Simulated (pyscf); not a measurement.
**Four-centre exchange: H₂N–B(Cl)–Cl + hydrogen (H₂) -> H₂N–BH–Cl + hydrogen chloride (HCl)**

Gas phase, singlet surface, charge 0. Bonds broken: B2–Cl3, H7–H8. Bonds formed: B2–H7, Cl3–H8. Optimised with ωB97X-D3(BJ)/def2-SVP in PySCF.

Transition state (Å):

```xyz
8

N      0.6359    -0.1777    -0.3124
B     -0.6693    -0.2273     0.2290
Cl    -0.8249     0.6548     2.2086
Cl    -2.0895     0.2777    -0.7019
H      0.8347     0.5327    -1.0070
H      1.4453    -0.4320     0.2400
H     -0.9025    -1.4374     0.7770
H     -0.9118    -0.8232     1.5344
```

One imaginary mode, 973i cm⁻¹; descent along it reached the two sides named.

```tsv
bond	change	reactant side (Å)	saddle	product side
B2–Cl3	breaks	1.770	2.173	3.5
H7–H8	breaks	0.760	0.975	3.1
B2–H7	forms	3.4	1.349	1.201
Cl3–H8	forms	3.0	1.627	1.288
```

Electronic energies relative to the separated reactants (eV):

```json
[
 {"level": "ωB97X-D3(BJ)/def2-TZVP", "barrier": "2.09", "reaction energy": "+0.63", "reverse barrier": "1.46"},
 {"level": "PBE/def2-TZVP", "barrier": "1.75", "reaction energy": "+0.59", "reverse barrier": "1.16"},
 {"level": "r²SCAN/def2-TZVP", "barrier": "1.87", "reaction energy": "+0.66", "reverse barrier": "1.22"},
 {"level": "B3LYP-D3(BJ)/def2-TZVP", "barrier": "2.01", "reaction energy": "+0.58", "reverse barrier": "1.43"},
 {"level": "PBE0-D3(BJ)/def2-TZVP", "barrier": "1.85", "reaction energy": "+0.60", "reverse barrier": "1.24"},
 {"level": "M06-2X/def2-TZVP", "barrier": "2.10", "reaction energy": "+0.63", "reverse barrier": "1.46"},
 {"level": "ωB97M-D3(BJ)/def2-TZVP", "barrier": "2.04", "reaction energy": "+0.57", "reverse barrier": "1.47"},
 {"level": "HF/def2-TZVP", "barrier": "2.71", "reaction energy": "+0.40", "reverse barrier": "2.31"}
]
```

With ωB97M-D3(BJ)/def2-TZVP energies and thermal terms (ideal gas, 1 atm, RRHO with modes under 100 cm⁻¹ raised to 100, one conformer, R ln 2 for chiral ones without a mode under 150 cm⁻¹), in eV:

| T (K) | ΔH‡ | ΔG‡ | ΔH | ΔG |
|---|---|---|---|---|
| 298 | 2.10 | 2.43 | +0.66 | +0.57 |
| 600 | 2.06 | 2.77 | +0.63 | +0.49 |
| 900 | 2.04 | 3.14 | +0.60 | +0.43 |
| 1200 | 2.05 | 3.50 | +0.58 | +0.37 |

One saddle was located; it need not be the lowest between these sides.
